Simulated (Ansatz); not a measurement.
Geometry optimisation, UKS PBE0/def2-TZVP (Ansatz).

input.yaml

```yaml
crystal:
  periodic: [false, false, false]
  atoms:
    - { symbol: H, position_ang: [-1.1754, -0.8503, -0.208] }
    - { symbol: Si, position_ang: [0.0256, 0.3111, 0.1452] }
    - { symbol: O, position_ang: [-0.0801, -1.1333, -0.6119] }
    - { symbol: H, position_ang: [0.7838, 0.2634, 1.3905] }
    - { symbol: H, position_ang: [0.4462, 1.4092, -0.7157] }
magnetization:
  spin_polarized: true
  initial_magnetization: 1
basis:
  gaussian: { orbitals: def2-TZVP }
hamiltonian:
  xc: pbe0
relax:
  f_tol: 0.15
  max_steps: 25
  restrain:
    - { distance: [2, 0], at: 0.97, k: 30.0 }
    - { distance: [1, 0], at: 2.72, k: 30.0 }
```

Launched with:

```bash
$ ansatz run input.yaml --threads 2 --pin off --max-ram 3072MiB --backend cpu --events-out ev --progress --plain --runs-dir out
```

Task: Where does it end, and by what steps?

Result: The run converged. The restraints hold the end off the free minimum. After 8 steps the energy has fallen by 1.063 eV (the restraints' own energy left out); H1 moved furthest, 0.77 Å. Parted: H1–Si2.

| step | energy less start (eV) | largest force component (eV/Å) | accepted |
| --- | --- | --- | --- |
| 0 | 0.0000 | 3.538 | yes |
| 1 | -0.3281 | 4.816 | yes |
| 2 | -0.4978 | 3.771 | yes |
| 3 | -0.6582 | 3.399 | yes |
| 4 | -0.9463 | 3.177 | yes |
| 5 | -1.0893 | 2.437 | yes |
| 6 | -1.0334 | 1.894 | yes |
| 7 | -1.0115 | 2.175 | yes |
| 8 | -1.0628 | 1.889 | yes |

```xyz
5
Properties=species:S:1:pos:R:3
H -1.188 -1.525 -0.572
Si 0.036 0.638 0.324
O -0.568 -0.796 -0.348
H 1.035 0.278 1.373
H 0.685 1.405 -0.777
```

Whether the end is a true minimum wasn't checked by a vibrational analysis.

Time of the run: 12 s on 2 threads of Arm Neoverse V1, with other jobs on the host, peak memory 0.14 GiB.
